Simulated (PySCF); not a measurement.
Level of theory: core-valence-separated Tamm–Dancoff BHandHLYP/aug-pcX-1 (pcseg-1 on H, def2-SVPD on S) in PySCF, non-relativistic, gas phase, PBE0-D3(BJ)/def2-SVP geometry. The energies are unshifted.

Main lines of an unknown, eV (oscillator strength): C K: 284.7 (0.059), 285.7 (0.012), 286.0 (0.010), 286.4 (0.029), 286.6 (0.021); F K: 685.8 (0.030), 687.3 (0.006), 687.7 (0.008), 688.8 (0.007). Listed: the first five lines at most of each edge with a tenth or more of its strongest line's intensity; roots within 0.03 eV on the same or equivalent atoms are summed. Only the lowest roots were sought, and the top ones are left out.

Question: Which candidate gives them?
A. `C[C@@H]1S[C@H]1F`
B. `S(C(F)=C)C`
C. `C(=S)(CF)C`
D. `CS/C=C\F`

Answer: A. 

- `C[C@@H]1S[C@H]1F`: C K: 284.7 (0.059), 285.7 (0.012), 286.0 (0.010), 286.4 (0.029), 286.6 (0.021); F K: 685.8 (0.030), 687.3 (0.006), 687.7 (0.008), 688.8 (0.007). First C line listed at 284.7 eV, hole on the sp3 carbon bound to sulfur; first F line listed at 685.8 eV, hole on the alkyl fluorine.
- `CS/C=C\F`: C K: 283.8 (0.061), 285.0 (0.067), 285.4 (0.046), 286.1 (0.036), 286.3 (0.016); F K: 686.2 (0.030), 687.4 (0.016). First C line listed at 283.8 eV, hole on the alkene CH carbon (1s→π*); first F line listed at 686.2 eV, hole on the vinyl fluorine.
- `CC(=S)CF`: C K: 282.0 (0.078), 286.7 (0.074), 287.1 (0.056), 287.6 (0.015), 288.5 (0.022); F K: 685.6 (0.026), 686.9 (0.014), 688.1 (0.006). First C line listed at 282.0 eV, hole on the thiocarbonyl carbon (1s→π*); first F line listed at 685.6 eV, hole on the alkyl fluorine.
- `C=C(F)SC`: C K: 282.8 (0.054), 285.2 (0.046), 285.3 (0.069), 285.9 (0.008), 286.3 (0.026); F K: 686.0 (0.015), 686.3 (0.020), 687.7 (0.012), 688.0 (0.005), 688.8 (0.002). First C line listed at 282.8 eV, hole on the terminal =CH2 carbon (1s→π*); first F line listed at 686.0 eV, hole on the vinyl fluorine.

One conformer each; other structures than these candidates weren't tested.
